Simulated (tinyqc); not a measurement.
CCD on RHF in the sto-6g basis, for HF, spin multiplicity 1, step by step. Computed by tinyqc, a small Python program that keeps every step (integrals from PySCF). Settings: charge = 0, multiplicity = 1, basis = sto-6g, method = RHF, energy threshold = 1e-10, iteration cap = 53, orthogonalisation = symmetric, start = core, DIIS depth = 6, amplitude equations = CCD, DIIS depth for amplitudes = 0, cap on updates = 63. Command: `OMP_NUM_THREADS=1 python tinyqc.py 22134 22135 out.jsonl` (the two numbers bound the seeds that draw the settings). One thread of a shared host (Intel(R) Xeon(R) Processor @ 2.60GHz), about 0.1 s of CPU time with the checks. The early iterations of the SCF are left out here.

## One-electron integrals

Geometry (angstrom):

| atom | x | y | z |
|---|---|---|---|
| F | 0.00000 | 0.00000 | 0.00000 |
| H | 0.00000 | 0.00000 | 0.90600 |

Basis sto-6g: exponents (1/bohr^2) and contraction coefficients of normalised primitives:

| element | l (shell) | exponent | coefficient |
|---|---|---|---|
| F | s (1) | 1728.62657 | 0.00916 |
| F | s (1) | 316.94179 | 0.04936 |
| F | s (1) | 88.66889 | 0.16854 |
| F | s (1) | 30.46016 | 0.37056 |
| F | s (1) | 11.82857 | 0.41649 |
| F | s (1) | 4.87166 | 0.13033 |
| F | s (2) | 67.03228 | -0.01325 |
| F | s (2) | 13.26744 | -0.04699 |
| F | s (2) | 4.12351 | -0.03379 |
| F | s (2) | 1.58646 | 0.25024 |
| F | s (2) | 0.68900 | 0.59512 |
| F | s (2) | 0.31582 | 0.24071 |
| F | p (3) | 67.03228 | 0.00376 |
| F | p (3) | 13.26744 | 0.03768 |
| F | p (3) | 4.12351 | 0.17390 |
| F | p (3) | 1.58646 | 0.41804 |
| F | p (3) | 0.68900 | 0.42586 |
| F | p (3) | 0.31582 | 0.10171 |
| H | s (1) | 35.52322 | 0.00916 |
| H | s (1) | 6.51314 | 0.04936 |
| H | s (1) | 1.82214 | 0.16854 |
| H | s (1) | 0.62596 | 0.37056 |
| H | s (1) | 0.24308 | 0.41649 |
| H | s (1) | 0.10011 | 0.13033 |

Overlap, kinetic and nuclear-attraction integrals over the contracted functions; the nuclear repulsion is the sum of Za Zb / Rab.

nuclear repulsion = 5.2567273 hartree

overlap S:
```
          1F 1s    1F 2s   1F 2px   1F 2py   1F 2pz    2H 1s
1F 1s   1.00000  0.23248  0.00000  0.00000  0.00000  0.05194
1F 2s   0.23248  1.00000  0.00000  0.00000  0.00000  0.45909
1F 2px  0.00000  0.00000  1.00000  0.00000  0.00000  0.00000
1F 2py  0.00000  0.00000  0.00000  1.00000  0.00000  0.00000
1F 2pz  0.00000  0.00000  0.00000  0.00000  1.00000  0.35195
2H 1s   0.05194  0.45909  0.00000  0.00000  0.35195  1.00000
```

kinetic energy T (hartree):
```
           1F 1s     1F 2s   1F 2px   1F 2py   1F 2pz     2H 1s
1F 1s   37.39773  -1.14335  0.00000  0.00000  0.00000  -0.00051
1F 2s   -1.14335   1.08230  0.00000  0.00000  0.00000   0.13356
1F 2px   0.00000   0.00000  3.25133  0.00000  0.00000   0.00000
1F 2py   0.00000   0.00000  0.00000  3.25133  0.00000   0.00000
1F 2pz   0.00000   0.00000  0.00000  0.00000  3.25133   0.27966
2H 1s   -0.00051   0.13356  0.00000  0.00000  0.27966   0.76852
```

nuclear attraction V (hartree):
```
            1F 1s      1F 2s     1F 2px     1F 2py     1F 2pz     2H 1s
1F 1s   -78.40653   -8.00150    0.00000    0.00000   -0.01631  -2.05592
1F 2s    -8.00150  -12.05439    0.00000    0.00000   -0.18397  -4.30375
1F 2px    0.00000    0.00000  -12.01351    0.00000    0.00000   0.00000
1F 2py    0.00000    0.00000    0.00000  -12.01351    0.00000   0.00000
1F 2pz   -0.01631   -0.18397    0.00000    0.00000  -12.13462  -2.95659
2H 1s    -2.05592   -4.30375    0.00000    0.00000   -2.95659  -6.26120
```

core Hamiltonian H = T + V (hartree):
```
            1F 1s      1F 2s    1F 2px    1F 2py    1F 2pz     2H 1s
1F 1s   -41.00880   -9.14485   0.00000   0.00000  -0.01631  -2.05643
1F 2s    -9.14485  -10.97210   0.00000   0.00000  -0.18397  -4.17019
1F 2px    0.00000    0.00000  -8.76218   0.00000   0.00000   0.00000
1F 2py    0.00000    0.00000   0.00000  -8.76218   0.00000   0.00000
1F 2pz   -0.01631   -0.18397   0.00000   0.00000  -8.88330  -2.67693
2H 1s    -2.05643   -4.17019   0.00000   0.00000  -2.67693  -5.49268
```

## Two-electron integrals

Functions are numbered as in S; the eight-fold symmetry (ij|kl) = (ji|kl) = (kl|ij) leaves the list below.

Two-electron integrals (ij|kl) in chemists' order, unique and non-zero (hartree):
```
(11|11) 5.40624   (21|11) 0.76813   (21|21) 0.13891   (22|11) 1.26627
(22|21) 0.28399   (22|22) 0.92637   (31|31) 0.02945   (32|31) 0.04468
(32|32) 0.20475   (33|11) 1.26627   (33|21) 0.28399   (33|22) 0.92637
(33|33) 0.99808   (41|41) 0.02945   (42|41) 0.04468   (42|42) 0.20475
(43|43) 0.05379   (44|11) 1.26627   (44|21) 0.28399   (44|22) 0.92637
(44|33) 0.89051   (44|44) 0.99808   (51|51) 0.02945   (52|51) 0.04468
(52|52) 0.20475   (53|53) 0.05379   (54|54) 0.05379   (55|11) 1.26627
(55|21) 0.28399   (55|22) 0.92637   (55|33) 0.89051   (55|44) 0.89051
(55|55) 0.99808   (61|11) 0.18329   (61|21) 0.03175   (61|22) 0.06344
(61|33) 0.06333   (61|44) 0.06333   (61|51) 0.00137   (61|52) 0.00267
(61|55) 0.06366   (61|61) 0.00738   (62|11) 0.43222   (62|21) 0.09824
(62|22) 0.35369   (62|33) 0.34885   (62|44) 0.34885   (62|51) 0.00705
(62|52) 0.05149   (62|55) 0.36336   (62|61) 0.02242   (62|62) 0.16194
(63|31) 0.01131   (63|32) 0.06336   (63|53) 0.01092   (63|63) 0.02471
(64|41) 0.01131   (64|42) 0.06336   (64|54) 0.01092   (64|64) 0.02471
(65|11) 0.27891   (65|21) 0.06433   (65|22) 0.24762   (65|33) 0.23681
(65|44) 0.23681   (65|51) 0.01547   (65|52) 0.09836   (65|55) 0.26924
(65|61) 0.01538   (65|62) 0.13914   (65|65) 0.14378   (66|11) 0.55722
(66|21) 0.12901   (66|22) 0.53082   (66|33) 0.51227   (66|44) 0.51227
(66|51) 0.01267   (66|52) 0.12578   (66|55) 0.56792   (66|61) 0.02973
(66|62) 0.30142   (66|65) 0.30079   (66|66) 0.77500
```

## Orthogonalisation

S = U s U^T; symmetric (Loewdin) form X = U s^(-1/2) U^T, so that X^T S X = 1.

eigenvalues of S: 0.40518  0.84938  1.00000  1.00000  1.11934  1.62610

X:
```
           1F 1s     1F 2s   1F 2px   1F 2py    1F 2pz     2H 1s
1F 1s    1.02214  -0.13006  0.00000  0.00000  -0.00727   0.02131
1F 2s   -0.13006   1.13142  0.00000  0.00000   0.08295  -0.30076
1F 2px   0.00000   0.00000  1.00000  0.00000   0.00000   0.00000
1F 2py   0.00000   0.00000  0.00000  1.00000   0.00000   0.00000
1F 2pz  -0.00727   0.08295  0.00000  0.00000   1.06238  -0.22688
2H 1s    0.02131  -0.30076  0.00000  0.00000  -0.22688   1.16950
```

## Iteration 7 (converged): orbitals

converged F (hartree):
```
            1F 1s     1F 2s    1F 2px    1F 2py    1F 2pz     2H 1s
1F 1s   -26.23283  -6.36961   0.00000   0.00000  -0.02437  -1.43308
1F 2s    -6.36961  -2.92099   0.00000   0.00000  -0.10619  -1.16076
1F 2px    0.00000   0.00000  -0.47398   0.00000   0.00000   0.00000
1F 2py    0.00000   0.00000   0.00000  -0.47398   0.00000   0.00000
1F 2pz   -0.02437  -0.10619   0.00000   0.00000  -0.38432  -0.58751
2H 1s    -1.43308  -1.16076   0.00000   0.00000  -0.58751  -0.61939
```

Diagonalise F' = X^T F X, C = X C', fill 5 alpha and 5 beta electrons from the bottom; D = 2 C_occ C_occ^T. Each column has its largest component positive (the first on a tie).

F' = X^T F X (hartree):
```
           1         2         3         4         5         6
1  -25.81938  -3.18397   0.00000   0.00000  -0.04330  -0.24558
2   -3.18397  -1.67925   0.00000   0.00000   0.10135  -0.59264
3    0.00000   0.00000  -0.47398   0.00000   0.00000   0.00000
4    0.00000   0.00000   0.00000  -0.47398   0.00000   0.00000
5   -0.04330   0.10135   0.00000   0.00000  -0.17560  -0.58882
6   -0.24558  -0.59264   0.00000   0.00000  -0.58882  -0.01877
```

orbital energies (hartree): MO1 -26.23622, MO2 -1.48866, MO3 -0.59706, MO4 -0.47398, MO5 -0.47398, MO6 0.62894

coefficients C:
```
             MO1       MO2       MO3       MO4      MO5       MO6
1F 1s    0.99704  -0.23650   0.07694   0.00000  0.00000   0.07915
1F 2s    0.01327   0.93684  -0.43543   0.00000  0.00000  -0.57176
1F 2px   0.00000   0.00000   0.00000   0.99643  0.08443   0.00000
1F 2py   0.00000   0.00000   0.00000  -0.08443  0.99643   0.00000
1F 2pz   0.00221   0.09364   0.70667   0.00000  0.00000  -0.82395
2H 1s   -0.00364   0.15243   0.51593   0.00000  0.00000   1.10484
```

D after iteration 7:
```
           1F 1s     1F 2s   1F 2px   1F 2py    1F 2pz     2H 1s
1F 1s    2.11187  -0.48368  0.00000  0.00000   0.06887   0.00004
1F 2s   -0.48368   2.13488  0.00000  0.00000  -0.43990  -0.16380
1F 2px   0.00000   0.00000  2.00000  0.00000   0.00000   0.00000
1F 2py   0.00000   0.00000  0.00000  2.00000   0.00000   0.00000
1F 2pz   0.06887  -0.43990  0.00000  0.00000   1.01631   0.75772
2H 1s    0.00004  -0.16380  0.00000  0.00000   0.75772   0.57887
```

Within a degenerate level the vectors are fixed only up to a rotation; this is one choice.

## Convergence

Stop when the energy changes by less than 1e-10 hartree and every element of the error matrix X^T (F D S - S D F) X is below 3e-06.

Course of the cycle:

| iteration | E (hartree) | change | largest element of the error matrix |
|---|---|---|---|
| 1 | -98.7331968 | - | 7.69e-01 |
| 2 | -99.4834227 | -7.50e-01 | 1.71e-01 |
| 3 | -99.4984732 | -1.51e-02 | 9.95e-03 |
| 4 | -99.4985184 | -4.51e-05 | 2.90e-04 |
| 5 | -99.4985185 | -9.58e-08 | 1.98e-05 |
| 6 | -99.4985185 | -2.01e-10 | 9.50e-08 |
| 7 | -99.4985185 | 4.26e-14 | 1.75e-11 |

PySCF RHF in the same basis = -99.4985185 hartree

Converged in 7 iterations.

## Integrals over molecular orbitals

(pq|rs) = sum C_ip C_jq C_kr C_ls (ij|kl), one index at a time.

one-electron integrals over orbitals h = C^T H C (hartree):
```
           1         2         3         4         5         6
1  -40.99482   0.71093  -0.22699   0.00000   0.00000  -0.24468
2    0.71093  -9.22746   0.55994   0.00000   0.00000   1.25788
3   -0.22699   0.55994  -7.73869   0.00000   0.00000   1.81149
4    0.00000   0.00000   0.00000  -8.76218   0.00000   0.00000
5    0.00000   0.00000   0.00000   0.00000  -8.76218   0.00000
6   -0.24468   1.25788   1.81149   0.00000   0.00000  -6.14011
```

Two-electron integrals over orbitals (pq|rs), unique and non-zero (hartree):
```
(11|11) 5.38067    (21|11) -0.51462   (21|21) 0.07960    (22|11) 1.21513
(22|21) -0.02061   (22|22) 0.86138    (31|11) 0.17256    (31|21) -0.02450
(31|22) 0.01455    (31|31) 0.02528    (32|11) -0.14904   (32|21) 0.00970
(32|22) -0.01396   (32|31) 0.02091    (32|32) 0.15829    (33|11) 1.02475
(33|21) -0.01135   (33|22) 0.76360    (33|31) -0.00630   (33|32) -0.05380
(33|33) 0.78363    (41|41) 0.03041    (42|41) 0.03883    (42|42) 0.18019
(43|41) -0.01190   (43|42) -0.04386   (43|43) 0.04983    (44|11) 1.26597
(44|21) -0.01361   (44|22) 0.87956    (44|31) 0.00438    (44|32) -0.07658
(44|33) 0.76613    (44|44) 0.99808    (51|51) 0.03041    (52|51) 0.03883
(52|52) 0.18019    (53|51) -0.01190   (53|52) -0.04386   (53|53) 0.04983
(54|54) 0.05379    (55|11) 1.26597    (55|21) -0.01361   (55|22) 0.87956
(55|31) 0.00438    (55|32) -0.07658   (55|33) 0.76613    (55|44) 0.89051
(55|55) 0.99808    (61|11) 0.18520    (61|21) -0.03129   (61|22) 0.00040
(61|31) -0.00736   (61|32) -0.02548   (61|33) 0.01348    (61|44) 0.00450
(61|55) 0.00450    (61|61) 0.02860    (62|11) -0.26454   (62|21) 0.00627
(62|22) -0.13516   (62|31) -0.02057   (62|32) -0.04191   (62|33) -0.04322
(62|44) -0.13323   (62|55) -0.13323   (62|61) 0.01482    (62|62) 0.09853
(63|11) -0.34481   (63|21) 0.00550    (63|22) -0.15738   (63|31) 0.00255
(63|32) 0.09329    (63|33) -0.12736   (63|44) -0.18898   (63|55) -0.18898
(63|61) -0.00607   (63|62) 0.05883    (63|63) 0.16876    (64|41) -0.01127
(64|42) -0.04386   (64|43) -0.01345   (64|64) 0.03181    (65|51) -0.01127
(65|52) -0.04386   (65|53) -0.01345   (65|65) 0.03181    (66|11) 0.89616
(66|21) -0.00888   (66|22) 0.68848    (66|31) 0.01674    (66|32) 0.07399
(66|33) 0.67137    (66|44) 0.65414    (66|55) 0.65414    (66|61) -0.00982
(66|62) -0.06900   (66|63) -0.01115   (66|66) 0.71983
```

## CCD: starting amplitudes

t_ij^ab = <ij||ab> / (e_i + e_j - e_a - e_b), whose energy is MP2.

Starting amplitudes (spin orbitals 1a, 1b, ...; amplitudes related by a flip of all spins are not repeated):

| from | to | t |
|---|---|---|
| 3a 3b | 6a 6b | -0.06883 |
| 2a 2b | 6a 6b | -0.02327 |
| 2a 3b | 6a 6b | -0.01759 |
| 4a 4b | 6a 6b | -0.01442 |
| 5a 5b | 6a 6b | -0.01442 |
| 1a 1b | 6a 6b | -0.00053 |
| 1a 2b | 6a 6b | -0.00051 |
| 1a 3b | 6a 6b | 0.00022 |

correlation energy = -0.0169278 hartree

## CCD: amplitude update 1

t_ij^ab D_ij^ab are set to the remaining terms of the spin-orbital equations, evaluated with the old amplitudes; for the doubles these are <ij||ab> + 1/2 <ab||ef> t_ij^ef + 1/2 <mn||ij> t_mn^ab + P(ij)P(ab) <mb||ej> t_im^ae + terms in t^2, D the orbital-energy denominators.

Amplitudes after update 1 (spin orbitals 1a, 1b, ...; amplitudes related by a flip of all spins are not repeated):

| from | to | t |
|---|---|---|
| 3a 3b | 6a 6b | -0.09200 |
| 2a 3b | 6a 6b | -0.02582 |
| 2a 2b | 6a 6b | -0.02558 |
| 4a 4b | 6a 6b | -0.01663 |
| 5a 5b | 6a 6b | -0.01663 |
| 1a 1b | 6a 6b | -0.00045 |
| 1a 2b | 6a 6b | -0.00045 |
| 1a 3b | 6a 6b | 0.00013 |

correlation energy = -0.0221689 hartree

## CCD: amplitude update 2

As before.

Amplitudes after update 2 (spin orbitals 1a, 1b, ...; amplitudes related by a flip of all spins are not repeated):

| from | to | t |
|---|---|---|
| 3a 3b | 6a 6b | -0.10034 |
| 2a 3b | 6a 6b | -0.02885 |
| 2a 2b | 6a 6b | -0.02542 |
| 4a 4b | 6a 6b | -0.01698 |
| 5a 5b | 6a 6b | -0.01698 |
| 1a 1b | 6a 6b | -0.00044 |
| 1a 2b | 6a 6b | -0.00043 |
| 1a 3b | 6a 6b | 0.00010 |

correlation energy = -0.0239392 hartree

## CCD: amplitude update 3

As before.

Amplitudes after update 3 (spin orbitals 1a, 1b, ...; amplitudes related by a flip of all spins are not repeated):

| from | to | t |
|---|---|---|
| 3a 3b | 6a 6b | -0.10342 |
| 2a 3b | 6a 6b | -0.02991 |
| 2a 2b | 6a 6b | -0.02518 |
| 4a 4b | 6a 6b | -0.01703 |
| 5a 5b | 6a 6b | -0.01703 |
| 1a 1b | 6a 6b | -0.00044 |
| 1a 2b | 6a 6b | -0.00042 |
| 1a 3b | 6a 6b | 0.00009 |

correlation energy = -0.0245627 hartree

## CCD: convergence

E_corr = 1/4 sum <ij||ab> t_ij^ab; stop when the norm of the change is below 1e-8.

Course of the amplitude iterations:

| update | correlation energy (hartree) | norm of the change |
|---|---|---|
| 0 | -0.0169278 | - |
| 1 | -0.0221689 | 5.24e-02 |
| 2 | -0.0239392 | 1.88e-02 |
| 3 | -0.0245627 | 6.87e-03 |
| 4 | -0.0247866 | 2.52e-03 |
| 5 | -0.0248678 | 9.29e-04 |
| 6 | -0.0248974 | 3.42e-04 |
| 7 | -0.0249083 | 1.26e-04 |
| 8 | -0.0249123 | 4.66e-05 |
| 9 | -0.0249137 | 1.72e-05 |
| 10 | -0.0249143 | 6.34e-06 |
| 11 | -0.0249145 | 2.34e-06 |
| 12 | -0.0249145 | 8.63e-07 |
| 13 | -0.0249146 | 3.18e-07 |
| 14 | -0.0249146 | 1.17e-07 |
| 15 | -0.0249146 | 4.33e-08 |
| 16 | -0.0249146 | 1.60e-08 |
| 17 | -0.0249146 | 5.90e-09 |

Converged amplitudes (spin orbitals 1a, 1b, ...; amplitudes related by a flip of all spins are not repeated):

| from | to | t |
|---|---|---|
| 3a 3b | 6a 6b | -0.10524 |
| 2a 3b | 6a 6b | -0.03048 |
| 2a 2b | 6a 6b | -0.02496 |
| 4a 4b | 6a 6b | -0.01703 |
| 5a 5b | 6a 6b | -0.01703 |
| 1a 1b | 6a 6b | -0.00044 |
| 1a 2b | 6a 6b | -0.00042 |
| 1a 3b | 6a 6b | 0.00009 |

CCD total energy = -99.5234331 hartree

Converged in 17 updates.
